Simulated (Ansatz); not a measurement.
Geometry optimisation, RHF/def2-SVP (Ansatz).

The input (input.yaml):

```yaml
crystal:
  periodic: [false, false, false]
  atoms:
    - { symbol: Al, position_ang: [0.11285, 0.033533, -1.361128] }
    - { symbol: Cl, position_ang: [1.35708, -0.183608, 1.83496] }
    - { symbol: H, position_ang: [1.976076, 0.01849, 0.682987] }
    - { symbol: "N", position_ang: [-1.635731, 0.04059, -0.967539] }
    - { symbol: H, position_ang: [-2.076213, -0.434939, -0.19799] }
    - { symbol: H, position_ang: [-2.342162, 0.525934, -1.497091] }
basis:
  gaussian: { orbitals: def2-SVP }
hamiltonian:
  xc: hf
relax:
  f_tol: 0.03
  max_steps: 50
```

Run as:

```bash
$ ansatz run input.yaml --threads 1 --pin off --max-ram 2048MiB --backend cpu --events-out ev --progress --plain --runs-dir out
```

Where does it end, and by what steps?

It converged. The force dipped under the threshold on the way, but the program's further checks kept it going. After 14 steps the energy has fallen by 0.140 eV; H3 moved furthest, 0.65 Å.

```tsv
step	energy less start (eV)	largest force component (eV/Å)	accepted
0	0.0000	1.388	yes
1	-0.0925	0.618	yes
2	-0.0866	0.804	no
3	-0.1106	0.376	yes
4	-0.1210	0.249	yes
5	-0.1305	0.100	yes
6	-0.1318	0.187	yes
7	-0.1333	0.199	yes
8	-0.1371	0.087	yes
9	-0.1255	0.685	no
10	-0.1382	0.009	yes
11	-0.1352	0.407	no
12	-0.1383	0.055	yes
13	-0.1385	0.205	yes
14	-0.1395	0.010	yes
```

```xyz
6
Properties=species:S:1:pos:R:3
Al -0.096 0.207 -1.784
Cl 1.351 -0.259 1.849
H 2.406 -0.082 1.159
N -1.732 0.073 -1.068
H -1.935 -0.102 -0.098
H -2.602 0.162 -1.564
```

Whether the end is a true minimum wasn't checked by a vibrational analysis.

Run time: 12 s on 1 thread of Arm Neoverse V1, on a shared host, peak memory 0.12 GiB.
